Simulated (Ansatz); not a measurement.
# C2H2O (ethenone): entropy by statistical mechanics

A singlet with charge 0, relaxed at BLYP/cc-pVTZ (Ansatz 0.2.0):

```xyz
5

C    -0.3641    0.2809   -0.2724
C     0.5391   -0.4328    0.3652
O     1.3445   -1.0693    0.9337
H    -1.2127   -0.2108   -0.7352
H    -0.2569    1.3583   -0.3328
```

Harmonic wavenumbers in cm⁻¹: 426, 504, 562, 962, 1134, 1370, 2143, 3106, 3191.

Masses in u: C 12.011, O 15.999, H 1.008. Take T = 298.15 K, p = 1 bar, R = 8.3145 J/(mol K), kT/hc = 207.22 cm⁻¹, rigid rotor and harmonic oscillator.

Q: Work out S° at 298 K.

A: 
1. Translation (Sackur–Tetrode): S = R[3/2 ln M + 5/2 ln T − 1.1517] with M = 42.037 gives 155.5 J/(mol K).
2. Rotation: principal moments 1.783, 49.760, 51.543 u Å² give A, B, C = 9.455, 0.3388, 0.3271 cm⁻¹; the symmetry number is σ = 2; q = (√π/σ)√((kT/hc)³/ABC) = 2583; S = R(ln q + 3/2) = 77.8.
3. Vibration: with u = ν̃/207.22, each mode gives R[u/(eᵘ − 1) − ln(1 − e⁻ᵘ)]; the sum is 9.3, most from 426 cm⁻¹ (3.6), 504 cm⁻¹ (2.7), 562 cm⁻¹ (2.2).
4. Spin: R ln 1 = 0.0.
5. Sum: 155.5 + 77.8 + 9.3 + 0.0 = 242.6 J/(mol K).

The tabulated value is 247.6 J/(mol K) (CRC Handbook of Chemistry and Physics; in doubt: it may be an older value or an estimate): the model is off by -5.0.
